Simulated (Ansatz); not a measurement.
**Si2, triplet in STO-3G: errors against full CI**

Geometry: MP2(full)/6-31G*, from the G2/97 set.

```tsv
atom	x (Å)	y (Å)	z (Å)
Si	0.0000	0.0000	0.0000
Si	0.0000	0.0000	2.2601
```

Basis STO-3G; Ansatz 0.2.0. Only valence electrons are correlated (noble-gas cores frozen), which leaves 8 electrons in 8 orbitals. Prefix R: restricted or restricted open-shell reference; prefix U: unrestricted. Active spaces: valence = (8e, 8o) chosen from the atoms' valence shells.

Full CI is exact within this basis and frozen core; it isn't the basis-set limit. The frozen core follows each run's orbitals, which can shift R against U totals by a few meV.

Coupled cluster chose its determinant by a search with trial CCSD, here up to 0.21 eV above the lowest Hartree–Fock solution of its kind, and MP2 stands on that determinant too.

```
UHF ⟨S²⟩                            : 2.002
⟨S²⟩ of the determinant under UCCSD : 2.002
T1 diagnostic (RCCSD)               : 0.0102
largest doubles amplitude (RCCSD)   : 0.196
T1 diagnostic (UCCSD)               : 0.0083
```

| level | E − E(full CI) (kcal/mol) | share of correlation (%) | wall time |
| --- | --- | --- | --- |
| RMP2 | 13.06 | 77.06 | – |
| UMP2 | 12.99 | 77.20 | – |
| RCCSD* | 3.01 | 94.71 | – |
| UCCSD* | 2.99 | 94.75 | – |
| RCCSD(T)* | 1.30 | 97.72 | 0.6 s |
| UCCSD(T)* | 1.30 | 97.72 | 0.57 s |
| BCCD(T)* | 1.33 | 97.67 | 0.69 s |
| RCCSDT* | 0.70 | 98.77 | – |
| UCCSDT* | 0.70 | 98.77 | – |
| RCCSDT(Q)* | 0.28 | 99.51 | 1.9 s |
| UCCSDT(Q)* | 0.28 | 99.51 | 2 s |
| RCCSDTQ* | 0.06 | 99.90 | 11 s |
| UCCSDTQ* | 0.06 | 99.90 | 11 s |

An asterisk marks runs whose energy the program itself flagged as in doubt.

The correlation energy at full CI, counted from the determinant under the R cluster runs, is -2.470 eV. That run took 0.42 s on 1 thread of AMD EPYC 7R13, shared host over 592 determinants.

Run but not shown, since their state, orbitals or frozen core can't be matched to the reference's or they repeat it: RHF, UHF, CISD, CISDTQ, CASSCF (valence space), NEVPT2 (valence space), MRCISD (valence space), MRCISD+Q (valence space).

Times hold each run's SCF and search for its determinant on a shared host, so for small cases they say little of a method's own cost; they ran on 1 thread of AMD EPYC 7R13.

The full-CI state has the irrep B1g of D2h, in the program's axes (one component, if the state is degenerate).

Natural occupations of full CI about the gap: 1.975 1.956 1.944 0.951 0.951 0.086 0.086 0.051; effectively unpaired electrons, Σ n²(2−n)², 2.08.

Atomization energy (electronic, same basis, no zero-point term; atoms at the same level, unrestricted beside the R rows where the molecule is a closed shell, with restricted open-shell steps beyond CCSDT(Q)) at full CI: 345.4 kJ/mol. Errors of other levels:

```
     level  error (kJ/mol)
      RMP2           -22.6
      UMP2           -22.3
    RCCSD*           -12.6
    UCCSD*           -12.5
 RCCSD(T)*            -5.4
 UCCSD(T)*            -5.5
  BCCD(T)*            -5.6
   RCCSDT*            -2.9
   UCCSDT*            -3.0
RCCSDT(Q)*            -1.2
UCCSDT(Q)*            -1.2
  RCCSDTQ*            -0.2
  UCCSDTQ*            -0.3
```

This basis is far from its limit, so the value isn't to be set against a measured one.
